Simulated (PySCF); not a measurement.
Dissociation curve of SMILES [F][Al]([F])[F] (AlF3), singlet. The Al1–F4 bond (Al1 also carries F, F; F4 carries nothing else) is pulled apart rigidly from the PBE0/def2-TZVP optimised geometry.

UHF/LANL2DZ = unrestricted Hartree-Fock/LANL2DZ, with its core potentials past Ne (PySCF); RHF/6-31G* = restricted Hartree-Fock/6-31G*, spherical d in PySCF; RHF/6-31G (PySCF); RHF/LANL2DZ = PySCF with restricted Hartree-Fock/LANL2DZ, with its core potentials past Ne; RKS-CAM-B3LYP = restricted CAM-B3LYP/6-31G in PySCF.

Energies are in kcal/mol, each relative to the lowest point of its own curve near equilibrium.

| R / Å | UHF/LANL2DZ | RHF/6-31G* | RHF | RHF/LANL2DZ | RKS-CAM-B3LYP |
|---|---|---|---|---|---|
| 1.31 | 86.8 | 75.2 | 91.4 | 86.8 | 93.2 |
| 1.39 | 44.7 | 34.7 | 46.2 | 44.7 | 48.1 |
| 1.46 | 21.8 | [?] | 22.1 | 21.8 | 23.8 |
| 1.52 | 9.8 | 5.0 | 9.6 | 9.8 | 10.9 |
| 1.58 | 2.9 | 0.7 | 2.6 | 2.9 | 3.6 |
| 1.63 | 0.3 | 0.0 | 0.0 | 0.3 | 0.6 |
| 1.70 | 0.0 | 2.3 | 0.0 | 0.0 | 0.0 |
| 1.72 | 0.5 | 3.5 | [?] | 0.5 | 0.5 |
| 1.79 | 3.9 | [?] | 4.5 | 3.9 | 3.7 |
| 1.88 | 11.0 | 18.9 | 12.3 | 11.0 | 10.6 |
| 2.01 | 24.3 | 35.5 | 27.0 | 24.3 | 23.8 |
| 2.22 | 48.9 | 64.0 | 53.8 | 48.9 | 47.8 |
| 2.41 | 71.1 | [?] | 77.9 | 71.2 | 69.1 |
| 2.66 | 85.6 | 118.1 | 106.7 | 98.0 | 94.0 |
| 2.93 | 90.9 | 145.1 | 132.9 | 122.9 | 116.1 |
| 3.24 | 93.1 | 170.0 | 156.8 | 146.4 | 135.9 |
| 3.54 | [?] | 188.9 | 174.9 | 164.5 | 150.5 |
| 3.98 | 94.1 | 209.7 | 195.2 | 184.8 | 166.1 |
| 4.43 | 93.9 | 225.1 | 210.3 | 199.7 | 177.0 |
| 4.86 | 93.9 | 235.8 | 220.7 | 210.2 | [?] |
| 5.71 | 93.9 | 249.3 | 233.9 | 223.6 | 192.8 |

### Question
Complete the blanks.

### Answer

- 1.46, RHF/6-31G*: 14.5
- 1.72, RHF: 0.6
- 1.79, RHF/6-31G*: 9.2
- 2.41, RHF/6-31G*: 88.7
- 3.54, UHF/LANL2DZ: 93.8
- 4.86, RKS-CAM-B3LYP: 184.2

The unrestricted determinant behind UHF/LANL2DZ is spin-contaminated at 2.41 to 5.71 Å (<S²> up to 1.0, against 0.00 for a pure singlet). The restricted form behind RHF/6-31G*, RHF, RHF/LANL2DZ, RKS-CAM-B3LYP keeps the bonding electrons paired and can't separate into open-shell fragments. At the longest distance RKS-CAM-B3LYP leaves fractional charges on the fragments, a sign of delocalisation error or of the restricted form.
